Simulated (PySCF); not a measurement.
Gas-phase XPS of 2-oxazoline, computed

Species: 2-oxazoline, C₃H₅NO.
Cartesian coordinates in Å at the PBE0-D3(BJ)/def2-SVP level; atoms count from 1:
```xyz
10
C3H5NO angstrom
C      1.3746   -0.4577   -0.0487
N      0.4701   -1.2938    0.2357
C     -0.7803   -0.5430    0.2372
C     -0.3826    0.8874   -0.1858
O      1.0458    0.8250   -0.2858
H      2.4441   -0.6767   -0.1225
H     -1.2323   -0.5796    1.2423
H     -1.5040   -1.0052   -0.4528
H     -0.6495    1.6621    0.5479
H     -0.7859    1.1814   -1.1675
```

Computed, not measured: delta-SCF UKS SCAN, pcX-2 on the ionised atom, pcseg-1 elsewhere, spin-free X2C (PySCF). Binding energies are ΔSCF values: E(core-ionised, relaxed orbitals) − E(ground state) at a fixed geometry, referred to the vacuum level.

Question: List the computed XPS lines with their assignment.

Answer: 
```json
{"atom(s)": "C3", "bonded to": "N, C and 2 H", "level": "C 1s", "binding energy (eV)": "291.80", "above the level's lowest (eV)": "0.00", "count": "1"}
{"atom(s)": "C4", "bonded to": "O, C and 2 H", "level": "C 1s", "binding energy (eV)": "292.65", "above the level's lowest (eV)": "+0.85", "count": "1"}
{"atom(s)": "C1", "bonded to": "O, N (double bond) and H", "level": "C 1s", "binding energy (eV)": "293.20", "above the level's lowest (eV)": "+1.40", "count": "1"}
{"atom(s)": "N2", "bonded to": "C (double bond) and C", "level": "N 1s", "binding energy (eV)": "404.50", "above the level's lowest (eV)": "0.00", "count": "1"}
{"atom(s)": "O5", "bonded to": "2 C", "level": "O 1s", "binding energy (eV)": "539.37", "above the level's lowest (eV)": "0.00", "count": "1"}
```

The listed C 1s values span 1.40 eV, from C3 (bonded to N, C and 2 H) to C1 (bonded to O, N (double bond) and H). The widest gap between neighbouring values is 0.85 eV, between 291.80 and 292.65 eV. Summing the Pauling electronegativity differences to the bonded atoms, each weighted by its formal bond order, gives -0.21 for the lowest site and +1.52 for the highest; no listed site has a larger sum than the highest.

Question: Express the binding energy of C 1s of C4 in atomic units and per mole.

Answer: 292.65 eV = 10.7547 Eh = 28236 kJ/mol.

The unrestricted hole states depart most from a pure doublet (⟨S²⟩ = 0.75; over 0.85 named) for C 1s of C1 (0.85), which makes this value less certain. Geometry: PBE0-D3(BJ)/def2-SVP; no solvent, vibrations or thermal averaging.
